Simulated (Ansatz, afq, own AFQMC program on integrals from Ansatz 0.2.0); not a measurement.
**AlNH$_{2}$, triplet: AFQMC among the cluster methods**

```xyz
4

Al    0.0000   -0.0696    0.6215
N     0.0000    0.0509   -1.1425
H     0.0000    1.3653    1.3548
H     0.0000   -0.2105   -2.1166
```

Connectivity, by distances: AlH–NH.

Basis cc-pVDZ. Noble-gas cores (and the filled d shells of Ga–Kr and In–Xe) are frozen. AFQMC by an in-house program on the Cholesky factors that Ansatz 0.2.0 writes for its CCSD(T) run. ph-AFQMC/CISD is guided by a CISD state made of CCSD amplitudes; releasing the constraint for a short imaginary time cuts its bias at the price of noise, slowly where states lie close. Error bars are statistical, one sigma.

Determinant: UHF, the one that the program's search chose, which needn't be the lowest solution. The geometry is a point of a scan.

No full CI on the walks' own integrals is used here; CCSDT(Q) serves as the reference and is uncertain by about the last step of the cluster series.

Cautions: lower spins were not checked; the released energies are still falling, so no released level is given (meV from the phaseless value at times in 1/Eh: 4 ± 20 at 0.24, -6 ± 14 at 0.51, -19 ± 13 at 0.99, -25 ± 12 at 1.62, -31 ± 24 at 2.40), though the last usable value meets CCSDT(Q) within the noise; the ph-AFQMC/HF walk drifts between its halves (2.2 errors).

```
T1 diagnostic                               : 0.0194
weight of the determinant in the CISD state : 0.903
⟨S²⟩ of the determinant                     : 2.014
size of the correlated space                : 10 electrons in 36 orbitals
```

Reference: CCSDT(Q), correlation energy -5.820 eV.

```csv
level,E − E(reference) (kJ/mol),share of correlation (%)
HF,561.6,0.00
MP2,88.7,84.20
CCSD,17.2,96.95
CCSD(T),4.3,99.23
CCSDT,1.3,99.77
ph-AFQMC/HF,9.1 ± 4.8,98.38
ph-AFQMC/CISD,1.2 ± 1.1,99.78
```

A walk keeps the symmetry of its determinant, which the program's search chose and which needn't be the lowest solution, so a lower state of the same spin and another symmetry isn't excluded.
